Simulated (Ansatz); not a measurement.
Geometry optimisation, UKS PBE0-D4/def2-SVP (Ansatz 0.2.0).

Input file:

```yaml
crystal:
  periodic: [false, false, false]
  atoms:
    - { symbol: B, position_ang: [-0.074, 0.3035, -0.5334] }
    - { symbol: Cl, position_ang: [0.9356, -1.4785, 0.1804] }
    - { symbol: H, position_ang: [0.7146, 1.1188, -0.7782] }
    - { symbol: H, position_ang: [-0.9833, -0.0054, -1.1845] }
    - { symbol: H, position_ang: [0.0098, -0.4712, 1.2723] }
    - { symbol: F, position_ang: [-0.6027, 0.5327, 1.0435] }
magnetization:
  spin_polarized: true
basis:
  gaussian: { orbitals: def2-SVP }
hamiltonian:
  xc: pbe0
  dispersion: d4
relax:
  f_tol: 0.15
  max_steps: 25
  restrain:
    - { distance: [0, 5], at: 2.71, k: 30.0 }
    - { distance: [4, 1], at: 2.63, k: 30.0 }
    - { distance: [0, 1], at: 1.86, k: 30.0 }
    - { distance: [4, 5], at: 0.88, k: 30.0 }
```

Run as:

```bash
$ ansatz run input.yaml --threads 2 --pin off --max-ram 3072MiB --backend cpu --events-out ev --progress --plain --runs-dir out
```

Problem. Where does it end, and by what steps?

Solution. The run converged. The restraints hold the end off the free minimum. After 6 steps the energy has fallen by 0.574 eV (the restraints' own energy left out); H5 moved furthest, 0.61 Å. Parted: B1–F6. Joined: H5–F6.

```csv
step,energy less start (eV),largest force component (eV/Å),accepted
0,0.0000,2.203,yes
1,-0.0864,2.720,yes
2,-0.3173,2.201,yes
3,-0.4735,1.332,yes
4,-0.4161,1.394,no
5,-0.5635,1.022,yes
6,-0.5735,1.000,yes
```

```xyz
6
Properties=species:S:1:pos:R:3
B 0.162 0.075 -0.890
Cl 0.985 -1.407 -0.224
H 0.809 1.086 -0.920
H -0.941 -0.073 -1.338
H -0.271 -0.223 1.758
F -0.744 0.542 1.615
```

Whether the end is a true minimum wasn't checked by a vibrational analysis.

Run time: 7.6 s on 2 threads of Intel(R) Xeon(R) Platinum 8488C (Sapphire Rapids), with other jobs on the host, peak memory 0.16 GiB.
